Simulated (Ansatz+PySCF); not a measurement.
Values are calculated unless marked as measured or tabulated.
## PySCF 2.14.0 run

```python
from pyscf import gto, scf, cc

mol = gto.M(atom="""
Mg 0.000000 0.000000 0.000000
O 0.000000 0.000000 1.940000
""", basis='sto-3g', charge=0, spin=0)
mf = scf.UHF(mol)
mf.kernel()
mycc = cc.CCSD(mf, frozen=6).run()
et = mycc.ccsd_t()
print(mf.e_tot, mycc.e_corr, et, mycc.e_tot + et)
```

The script is written out from the run's settings.

The run gave:

```yaml
Converged: yes
Reference_energy: -270.75724 hartree
CCSD_correlation_energy: -0.09577 hartree
Triples_correction: -0.00175 hartree
Total_energy: -270.85476 hartree
Spin_squared_of_the_determinant: 0.000
```

This is not the lowest solution: another run reaches a determinant 2.58 eV lower. Caution: large amplitudes, a single reference is doubtful.
